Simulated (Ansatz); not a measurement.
A made-up structure of CH$_{3}$BCl, doublet:

| atom | x (Å) | y (Å) | z (Å) |
| --- | --- | --- | --- |
| B1 | -0.9078 | -0.5327 | -0.4966 |
| C2 | 0.6844 | 1.6598 | 0.3481 |
| Cl3 | 0.3785 | -0.1221 | 0.2143 |
| H4 | -1.7938 | 0.0752 | -1.0051 |
| H5 | 1.4325 | -0.6494 | -0.4021 |
| H6 | 0.3960 | -0.6106 | 1.4512 |

It is relaxed with PBE-D4/def2-SVP and then PBE0-D4/def2-TZVP (Ansatz 0.2.0). Atoms count as bonded within 1.22 times the sum of their covalent radii (H–H: 0.88 Å). The end point is not checked to be a true minimum.

Problem. Does its bonding change? (Judge from chemistry; the calculation decides.)

Solution. The calculation gives: Yes. Formed: B1–C2, B1–H5, B1–H6, C2–H4; broken: B1–Cl3, B1–H4, Cl3–H5, Cl3–H6.

Where it ends: The first stage lowers the energy by 4.60 eV in 19 steps. It ends as CH₃BCl ([BH2][CH][Cl]):
```xyz
6
angstrom
B 0.5036 -0.7059 0.0346
C -0.3915 0.4997 -0.1466
Cl -0.7135 1.5985 1.1013
H -0.9026 0.7764 -1.0634
H 0.6733 -1.4257 -0.9042
H 1.0203 -0.9228 1.0880
```

Labels in which every atom is bracketed show which atoms are joined, not bond orders.

For scale, one of the runs: PBE0-D4/def2-TZVP relaxation, 117 basis functions, launched by `ansatz run in.yaml --threads 2 --pin off --events-out ev --progress --plain --max-ram 4352MiB`. The run took about 7.5 min on 2 CPU threads of an Arm Neoverse V1 (shared host).
